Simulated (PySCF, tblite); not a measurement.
# 2-methoxypropene: a rotation path, then NMR shifts and spin-spin couplings on frames

Aim: move 2-methoxypropene (`C=C(C)OC`) away from its starting geometry and see how NMR shifts and spin-spin couplings follow the geometry.

Computed with tblite 0.8.0 and PySCF 2.14.0, with density-fitted response routines of our own, on a single molecule in the gas phase. Atoms count from 0, in the outputs and in this text.

## 1. The molecule as given

13 atoms, charge 0, multiplicity 1; geometry from: GFN2-xTB.

Bonds of the start (Å): C0–C1 1.33, C1–C2 1.50, C1–O3 1.37, O3–C4 1.40, C0–H5 1.07, C0–H6 1.07, C2–H7 1.08, C2–H8 1.09, C2–H9 1.09, C4–H10 1.09, C4–H11 1.09, C4–H12 1.09.

## 2. A band between two rotamers with GFN2-xTB

What the job is given:

```
{"job": {"kind": "neb", "xc": "GFN2-xTB", "basis": "xTB", "atoms": [2, 1, 3, 4], "turn": 180}, "charge": 0, "multiplicity": 1}
C     -0.389408     1.327332    -0.522019
C     -0.433877     0.010661    -0.364861
C     -1.707209    -0.781038    -0.333697
O      0.641893    -0.816412    -0.209728
C      1.922205    -0.238678    -0.208700
H     -1.298684     1.886361    -0.636090
H      0.522333     1.895065    -0.544526
H     -2.567108    -0.130929    -0.454190
H     -1.785645    -1.313529     0.612165
H     -1.699307    -1.521734    -1.130953
H      2.623067    -1.061131    -0.074984
H      2.035922     0.475945     0.612998
H      2.131429     0.268572    -1.156102
```

Method: GFN2-xTB climbing-image nudged elastic band, gas phase.

Launch:

```bash
> OMP_NUM_THREADS=1 python probes_run.py task.json out
```

This one command runs all jobs of the session in turn.

The log of the run:

```text
image   E - E0 / eV
  0      -0.0000
  1       0.0530
  2       0.1561
  3       0.2354
  4       0.2570
  5       0.2334
  6       0.1765
  7       0.1346
  8       0.1269
```

It took 1.8 s on 1 thread, shared host.

The final band, with the dihedral C2–C1–O3–C4:

| image | dihedral (°) | energy (eV) | energy (kcal/mol) |
| --- | --- | --- | --- |
| 0 | -180 | 0.000 | 0.0 |
| 1 | -159 | 0.053 | 1.2 |
| 2 | -137 | 0.156 | 3.6 |
| 3 | -113 | 0.235 | 5.4 |
| 4 | -88 | 0.257 | 5.9 |
| 5 | -65 | 0.233 | 5.4 |
| 6 | -43 | 0.177 | 4.1 |
| 7 | -20 | 0.135 | 3.1 |
| 8 | 0 | 0.127 | 2.9 |

## 3. NMR shieldings: image 0, PBE0/pcSseg-1

What the job is given:

```
{"job": {"kind": "nmr", "xc": "PBE0", "basis": "pcSseg-1", "pop": false}, "charge": 0, "multiplicity": 1}
C     -0.389400     1.327300    -0.522000
C     -0.433900     0.010700    -0.364900
C     -1.707200    -0.781000    -0.333700
O      0.641900    -0.816400    -0.209700
C      1.922200    -0.238700    -0.208700
H     -1.298700     1.886400    -0.636100
H      0.522300     1.895100    -0.544500
H     -2.567100    -0.130900    -0.454200
H     -1.785600    -1.313500     0.612200
H     -1.699300    -1.521700    -1.131000
H      2.623100    -1.061100    -0.075000
H      2.035900     0.475900     0.613000
H      2.131400     0.268600    -1.156100
```

Method: GIAO PBE0/pcSseg-1 NMR shielding, non-relativistic, gas phase.

The log of the run:

```text
coarse grid: 10392 points
cycle   1  E = -232.0307853118  dE =  5.308e-01  |g| = 5.331e-01  |ddm| = 3.020e+00
cycle   2  E = -232.0053899499  dE =  2.540e-02  |g| = 6.666e-01  |ddm| = 8.920e-01
cycle   3  E = -232.0888609290  dE = -8.347e-02  |g| = 9.317e-02  |ddm| = 5.132e-01
cycle   4  E = -232.0903336103  dE = -1.473e-03  |g| = 3.112e-02  |ddm| = 7.571e-02
cycle   5  E = -232.0905238884  dE = -1.903e-04  |g| = 1.136e-02  |ddm| = 3.194e-02
cycle   6  E = -232.0905544570  dE = -3.057e-05  |g| = 2.940e-03  |ddm| = 1.138e-02
cycle   7  E = -232.0905565491  dE = -2.092e-06  |g| = 3.634e-04  |ddm| = 2.409e-03
final grid: 99016 points
cycle   8  E = -232.1317016803  dE = -2.966e-05  |g| = 1.133e-02  |ddm| = 2.534e-02
cycle   9  E = -232.1316758120  dE =  2.587e-05  |g| = 1.662e-02  |ddm| = 1.650e-02
cycle  10  E = -232.1317262321  dE = -5.042e-05  |g| = 1.949e-03  |ddm| = 1.093e-02
cycle  11  E = -232.1317271066  dE = -8.745e-07  |g| = 2.600e-04  |ddm| = 1.817e-03
cycle  12  E = -232.1317271174  dE = -1.080e-08  |g| = 1.492e-04  |ddm| = 2.819e-04
cycle  13  E = -232.1317271228  dE = -5.361e-09  |g| = 1.967e-05  |ddm| = 1.160e-04
cycle  14  E = -232.1317271229  dE = -8.646e-11  |g| = 3.395e-06  |ddm| = 2.215e-05
converged SCF energy = -232.1317271229

GIAO shielding tensors (ppm)
atom      isotropic    diamagn.    paramagn.     s11        s22        s33       span
  0 C      103.730     257.750    -154.020     20.395    123.207    167.588    147.193
  1 C       17.231     254.633    -237.402    -92.636     43.685    100.644    193.280
  2 C      162.599     246.892     -84.294    142.309    155.954    189.534     47.225
  3 O      211.153     399.579    -188.426     87.728    249.188    296.542    208.814
  4 C      131.021     246.109    -115.088    101.010    113.098    178.956     77.946
  5 H       27.701      31.993      -4.291     25.575     26.831     30.698      5.122
  6 H       27.973      32.972      -4.999     25.535     25.636     32.747      7.212
  7 H       30.086      29.582       0.504     25.975     29.243     35.042      9.067
  8 H       29.713      29.462       0.251     26.069     27.935     35.136      9.067
  9 H       29.709      28.734       0.975     26.073     27.919     35.134      9.061
 10 H       27.656      29.010      -1.354     23.645     26.116     33.208      9.562
 11 H       28.218      30.745      -2.527     25.244     25.630     33.781      8.537
 12 H       28.211      30.025      -1.814     25.244     25.626     33.764      8.520
```

Wall time 12 s (1 thread, shared host).

The references, computed at this level on geometries of the same kind, shield at (ppm): 1H TMS 31.72, 13C TMS 186.9, 17O H2O 336.1. Their shielding less the atom's gives the shift. The references are single molecules in the gas phase, so shifts against H2O, NH3, PH3, H3PO4 or CFCl3 are not on the usual liquid scales and can be off by tens of ppm. Each atom is listed at this fixed geometry, with no averaging over motion; a spectrum would average atoms that exchange fast.

| atoms | environment | σ (ppm) | δ (ppm) |
| --- | --- | --- | --- |
| C1 | alkene carbon bearing oxygen | 17.2 | 169.7 |
| C0 | β carbon of an enol-ether or enamine type C=C | 103.7 | 83.2 |
| C4 | methyl carbon bonded to O | 131.0 | 55.9 |
| C2 | allylic methyl carbon | 162.6 | 24.3 |
| H10 | hydrogen on a methyl carbon bonded to O | 27.66 | 4.06 |
| H5 | hydrogen on a β carbon of an enol-ether or enamine type C=C | 27.70 | 4.02 |
| H6 | hydrogen on a β carbon of an enol-ether or enamine type C=C | 27.97 | 3.74 |
| H12 | hydrogen on a methyl carbon bonded to O | 28.21 | 3.51 |
| H11 | hydrogen on a methyl carbon bonded to O | 28.22 | 3.50 |
| H9 | hydrogen on an allylic methyl carbon | 29.71 | 2.01 |
| H8 | hydrogen on an allylic methyl carbon | 29.71 | 2.00 |
| H7 | hydrogen on an allylic methyl carbon | 30.09 | 1.63 |
| O3 | ether oxygen | 211.2 | 124.9 |

## 4. Spin-spin couplings: image 0, B3LYP/pcJ-1

The job, as its differences from that of step 3:

```diff
@@ -1,2 +1,2 @@
-{"job": {"kind": "nmr", "xc": "PBE0", "basis": "pcSseg-1", "pop": false}, "charge": 0, "multiplicity": 1}
+{"job": {"kind": "j", "xc": "B3LYP", "basis": "pcJ-1"}, "charge": 0, "multiplicity": 1}
 C     -0.389400     1.327300    -0.522000
```

Method: B3LYP/pcJ-1 indirect spin-spin coupling, non-relativistic, gas phase.

The log of the run:

```text
coarse grid: 10392 points
cycle   1  E = -232.3253730353  dE =  4.722e-01  |g| = 6.153e-01  |ddm| = 2.747e+00
cycle   2  E = -232.2697910368  dE =  5.558e-02  |g| = 8.365e-01  |ddm| = 1.078e+00
cycle   3  E = -232.3988157849  dE = -1.290e-01  |g| = 1.257e-01  |ddm| = 6.604e-01
cycle   4  E = -232.4012977268  dE = -2.482e-03  |g| = 4.954e-02  |ddm| = 1.057e-01
cycle   5  E = -232.4017663209  dE = -4.686e-04  |g| = 1.708e-02  |ddm| = 4.530e-02
cycle   6  E = -232.4018360417  dE = -6.972e-05  |g| = 3.900e-03  |ddm| = 1.587e-02
cycle   7  E = -232.4018396236  dE = -3.582e-06  |g| = 4.693e-04  |ddm| = 3.067e-03
final grid: 99016 points
cycle   8  E = -232.4532888776  dE = -1.254e-04  |g| = 7.225e-03  |ddm| = 2.291e-02
cycle   9  E = -232.4532809844  dE =  7.893e-06  |g| = 9.611e-03  |ddm| = 9.869e-03
cycle  10  E = -232.4532988867  dE = -1.790e-05  |g| = 1.728e-03  |ddm| = 6.327e-03
cycle  11  E = -232.4532994034  dE = -5.168e-07  |g| = 5.780e-04  |ddm| = 1.794e-03
cycle  12  E = -232.4532994724  dE = -6.892e-08  |g| = 1.762e-04  |ddm| = 5.228e-04
cycle  13  E = -232.4532994795  dE = -7.101e-09  |g| = 2.381e-05  |ddm| = 1.261e-04
cycle  14  E = -232.4532994796  dE = -1.340e-10  |g| = 3.730e-06  |ddm| = 2.567e-05
converged SCF energy = -232.4532994796

Indirect spin-spin couplings (Hz)
  i      j    bonds     total        FC       PSO       DSO        SD
  0 C    1 C    1     90.221    98.592    -8.605     0.234         -
  0 C    2 C    2      7.678     7.939    -0.211    -0.049         -
  0 C    3 O    2      4.108     1.780     2.291     0.038         -
  0 C    4 C    3      5.465     5.523    -0.060     0.002         -
  0 C    5 H    1    169.184   167.575     0.912     0.696         -
  0 C    6 H    1    159.921   158.231     0.954     0.736         -
  0 C    7 H    3      3.162     3.383    -0.238     0.017         -
  0 C    8 H    3      4.454     4.530     0.336    -0.411         -
  0 C    9 H    3      4.456     4.532     0.335    -0.411         -
  0 C   10 H    4      0.383     0.509     0.309    -0.435         -
  0 C   11 H    4      0.577     0.640    -0.182     0.119         -
  0 C   12 H    4      0.588     0.650    -0.184     0.121         -
  1 C    2 C    1     53.226    54.356    -1.372     0.242         -
  1 C    3 O    1     28.564    23.822     4.888    -0.146         -
  1 C    4 C    2     -2.384    -1.968    -0.367    -0.048         -
  1 C    5 H    2      6.397     8.061    -1.346    -0.317         -
  1 C    6 H    2     -3.658    -2.001    -1.282    -0.375         -
  1 C    7 H    2     -0.079     0.196    -0.232    -0.042         -
  1 C    8 H    2     -8.882    -8.878     0.021    -0.025         -
  1 C    9 H    2     -8.881    -8.878     0.022    -0.025         -
  1 C   10 H    3     11.028    11.174     0.453    -0.600         -
  1 C   11 H    3      1.423     1.644    -0.169    -0.052         -
  1 C   12 H    3      1.428     1.653    -0.172    -0.053         -
  2 C    3 O    2    -14.984   -15.344     0.366    -0.006         -
  2 C    4 C    3      3.123     3.146     0.082    -0.105         -
  2 C    5 H    3      4.900     4.995    -0.074    -0.021         -
  2 C    6 H    3      9.176     9.249     0.448    -0.521         -
  2 C    7 H    1    135.100   133.327     1.114     0.659         -
  2 C    8 H    1    133.053   131.241     1.140     0.672         -
  2 C    9 H    1    133.012   131.200     1.141     0.672         -
  2 C   10 H    4     -0.277    -0.260     0.329    -0.346         -
  2 C   11 H    4     -0.278    -0.248     0.283    -0.313         -
  2 C   12 H    4     -0.274    -0.243     0.284    -0.315         -
  3 O    4 C    1     22.968    23.445    -0.367    -0.110         -
  3 O    5 H    3     -2.766    -3.441     0.364     0.311         -
  3 O    6 H    3     -2.039    -2.342     0.219     0.084         -
  3 O    7 H    3    -12.378   -12.558    -0.084     0.264         -
  3 O    8 H    3     -0.920    -0.913     0.032    -0.039         -
  3 O    9 H    3     -0.894    -0.886     0.030    -0.038         -
  3 O   10 H    2    -14.698   -14.139    -0.629     0.070         -
  3 O   11 H    2     -2.396    -1.755    -0.785     0.145         -
  3 O   12 H    2     -2.394    -1.752    -0.787     0.145         -
  4 C    5 H    4      1.109     1.139     0.368    -0.398         -
  4 C    6 H    4      0.760     0.738    -0.266     0.288         -
  4 C    7 H    4      1.777     1.812     0.370    -0.406         -
  4 C    8 H    4     -0.194    -0.171     0.310    -0.333         -
  4 C    9 H    4     -0.199    -0.177     0.312    -0.334         -
  4 C   10 H    1    150.010   149.039     0.250     0.721         -
  4 C   11 H    1    145.829   144.823     0.231     0.775         -
  4 C   12 H    1    145.736   144.729     0.232     0.775         -
  5 H    6 H    2     -3.771    -4.171     3.730    -3.331         -
  5 H    7 H    4      0.321     0.310    -1.563     1.574         -
  5 H    8 H    4     -1.696    -1.549     1.095    -1.242         -
  5 H    9 H    4     -1.713    -1.566     1.091    -1.238         -
  5 H   10 H    5     -0.261    -0.114     1.647    -1.794         -
  5 H   11 H    5     -0.335    -0.240     1.081    -1.177         -
  5 H   12 H    5     -0.334    -0.239     1.083    -1.178         -
  6 H    7 H    4      1.048     1.197     1.552    -1.701         -
  6 H    8 H    4     -1.321    -1.180     1.665    -1.806         -
  6 H    9 H    4     -1.340    -1.199     1.664    -1.805         -
  6 H   11 H    5     -0.272    -0.360    -1.765     1.853         -
  6 H   12 H    5     -0.277    -0.368    -1.789     1.881         -
  7 H    8 H    2    -13.356   -13.451     2.828    -2.733         -
  7 H    9 H    2    -13.394   -13.489     2.826    -2.731         -
  7 H   11 H    5     -0.266    -0.158     1.073    -1.180         -
  7 H   12 H    5     -0.266    -0.159     1.077    -1.185         -
  8 H    9 H    2    -17.938   -18.090     2.686    -2.533         -
 10 H   11 H    2    -11.835   -11.811     2.614    -2.638         -
 10 H   12 H    2    -11.875   -11.852     2.610    -2.634         -
 11 H   12 H    2     -9.866    -9.904     2.481    -2.443         -
```

It took 35 s on 1 thread, shared host.

A choice of the couplings up to four bonds, sorted by the number of bonds; isotopes 13C, 1H, 17O:

| pair | bonds | J (Hz) | Fermi contact (Hz) | dihedral (°) |
| --- | --- | --- | --- | --- |
| C0–H5 | 1 | 169.2 | 167.6 | – |
| C0–H6 | 1 | 159.9 | 158.2 | – |
| C4–H10 | 1 | 150.0 | 149.0 | – |
| C4–H11 | 1 | 145.8 | 144.8 | – |
| C4–H12 | 1 | 145.7 | 144.7 | – |
| C2–H7 | 1 | 135.1 | 133.3 | – |
| C2–H8 | 1 | 133.1 | 131.2 | – |
| C2–H9 | 1 | 133.0 | 131.2 | – |
| C0–C1 | 1 | 90.2 | 98.6 | – |
| H8–H9 | 2 | -17.9 | -18.1 | – |
| C2–O3 | 2 | -15.0 | -15.3 | – |
| O3–H10 | 2 | -14.7 | -14.1 | – |
| H7–H9 | 2 | -13.4 | -13.5 | – |
| H7–H8 | 2 | -13.4 | -13.5 | – |
| H10–H12 | 2 | -11.9 | -11.9 | – |
| H10–H11 | 2 | -11.8 | -11.8 | – |
| H11–H12 | 2 | -9.9 | -9.9 | – |
| C1–H8 | 2 | -8.9 | -8.9 | – |
| O3–H7 | 3 | -12.4 | -12.6 | 180 |
| C1–H10 | 3 | 11.0 | 11.2 | -180 |
| C2–H6 | 3 | 9.2 | 9.2 | -180 |
| C0–C4 | 3 | 5.5 | 5.5 | 0 |
| C2–H5 | 3 | 4.9 | 5.0 | 0 |
| C0–H9 | 3 | 4.5 | 4.5 | 121 |
| C0–H8 | 3 | 4.5 | 4.5 | -121 |
| C0–H7 | 3 | 3.2 | 3.4 | 0 |
| C2–C4 | 3 | 3.1 | 3.1 | -180 |
| C4–H7 | 4 | 1.8 | 1.8 | – |
| H5–H9 | 4 | -1.7 | -1.6 | – |
| H5–H8 | 4 | -1.7 | -1.5 | – |
| H6–H9 | 4 | -1.3 | -1.2 | – |
| H6–H8 | 4 | -1.3 | -1.2 | – |
| C4–H5 | 4 | 1.1 | 1.1 | – |
| H6–H7 | 4 | 1.0 | 1.2 | – |

The spin-dipole term was not solved, so all couplings lack that part.

The response was solved for the nuclei of C, H alone, so couplings that need other nuclei can be missing.

Quadrupole couplings from the field gradients of the same density:

| atom | isotope | eQq/h (MHz) | η |
| --- | --- | --- | --- |
| O3 | 17O | -11.2 | 0.64 |

## 5. Shielding tensors: image 2, PBE0/pcSseg-1

What the job is given:

```
{"job": {"kind": "nmr", "xc": "PBE0", "basis": "pcSseg-1", "pop": false}, "charge": 0, "multiplicity": 1}
C     -0.435800     1.362600    -0.790300
C     -0.421700     0.053600    -0.584400
C     -1.637300    -0.749800    -0.232200
O      0.687000    -0.755900    -0.670500
C      1.884500    -0.289500    -0.101300
H     -1.353600     1.916500    -0.718500
H      0.441000     1.925300    -1.053400
H     -2.515600    -0.118600    -0.149100
H     -1.462800    -1.255500     0.716900
H     -1.806900    -1.515800    -0.985700
H      2.629200    -1.057900    -0.298100
H      1.764100    -0.172200     0.981000
H      2.223400     0.657600    -0.524900
```

Level: GIAO PBE0/pcSseg-1 NMR shielding, non-relativistic, gas phase.

The log of the run:

```text
coarse grid: 10392 points
cycle   1  E = -232.0216253106  dE =  5.226e-01  |g| = 5.463e-01  |ddm| = 3.018e+00
cycle   2  E = -231.9927957270  dE =  2.883e-02  |g| = 6.917e-01  |ddm| = 9.384e-01
cycle   3  E = -232.0820285381  dE = -8.923e-02  |g| = 9.128e-02  |ddm| = 5.566e-01
cycle   4  E = -232.0834820800  dE = -1.454e-03  |g| = 2.871e-02  |ddm| = 7.514e-02
cycle   5  E = -232.0836453528  dE = -1.633e-04  |g| = 1.058e-02  |ddm| = 2.948e-02
cycle   6  E = -232.0836711001  dE = -2.575e-05  |g| = 3.144e-03  |ddm| = 1.085e-02
cycle   7  E = -232.0836735150  dE = -2.415e-06  |g| = 3.359e-04  |ddm| = 2.581e-03
final grid: 99016 points
cycle   8  E = -232.1247933255  dE = -2.253e-05  |g| = 1.118e-02  |ddm| = 2.085e-02
cycle   9  E = -232.1247705178  dE =  2.281e-05  |g| = 1.602e-02  |ddm| = 1.629e-02
cycle  10  E = -232.1248172955  dE = -4.678e-05  |g| = 1.718e-03  |ddm| = 1.054e-02
cycle  11  E = -232.1248179629  dE = -6.675e-07  |g| = 2.401e-04  |ddm| = 1.626e-03
cycle  12  E = -232.1248179723  dE = -9.331e-09  |g| = 1.367e-04  |ddm| = 2.673e-04
cycle  13  E = -232.1248179769  dE = -4.586e-09  |g| = 1.773e-05  |ddm| = 1.076e-04
cycle  14  E = -232.1248179769  dE = -6.850e-11  |g| = 3.574e-06  |ddm| = 1.959e-05
converged SCF energy = -232.1248179769

GIAO shielding tensors (ppm)
atom      isotropic    diamagn.    paramagn.     s11        s22        s33       span
  0 C       93.697     256.605    -162.908     -9.597    121.226    169.461    179.058
  1 C       14.301     254.763    -240.462    -98.926     43.373     98.457    197.383
  2 C      161.648     247.599     -85.951    140.486    156.295    188.162     47.677
  3 O      240.889     399.702    -158.813    130.338    271.416    320.914    190.575
  4 C      128.788     245.630    -116.842     99.429    104.988    181.947     82.518
  5 H       27.126      31.661      -4.535     25.084     25.783     30.510      5.426
  6 H       27.363      32.239      -4.876     24.884     24.971     32.234      7.350
  7 H       30.157      29.956       0.201     26.185     29.125     35.161      8.977
  8 H       29.894      30.268      -0.374     26.228     28.487     34.966      8.738
  9 H       29.679      28.646       1.032     26.317     27.721     34.998      8.680
 10 H       27.811      29.024      -1.214     24.088     25.904     33.439      9.351
 11 H       28.318      30.766      -2.448     24.136     26.488     34.331     10.195
 12 H       27.813      30.553      -2.740     23.896     26.388     33.156      9.260
```

It took 11 s on 1 thread, shared host.

This run: δ C1 172.6, C0 93.2, C4 58.1, C2 25.3, H5 4.59, H6 4.35 ppm.

(Part 1 of 3 ends here.)
